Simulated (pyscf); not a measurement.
Structures and frequencies: ωB97X-D3(BJ)/def2-SVP in PySCF.

**Question.** `[OH][InH2]` + `[H][H]` -> `[InH3]` + `[OH2]`
Surface: singlet. Broken: In–O, H–H. Formed: H–In, H–O. Give ΔE‡ and ΔE from ωB97M-D3(BJ)/def2-TZVP, relative to the separated reactants.

**Answer.** ΔE‡ = 17.4 kcal/mol, ΔE = +4.5 kcal/mol. Zero-point energy shifts the barrier by +2.4 kcal/mol. It is a four-centre exchange, with an imaginary mode of 1214i cm⁻¹. On the product side the descent ends in an adduct with a In–O contact, 14.2 kcal/mol under the separated species and 25.1 kcal/mol under the saddle at ωB97X-D3(BJ)/def2-TZVP. What is counted as broken (In–O) persists as a longer contact in the product adduct; parting that adduct is a step of its own. At the saddle there is also a short H–In contact that neither side keeps. This is the saddle that the search found; another between the same sides may lie lower. Elements past Kr carry the def2 core potentials, without spin-orbit coupling.
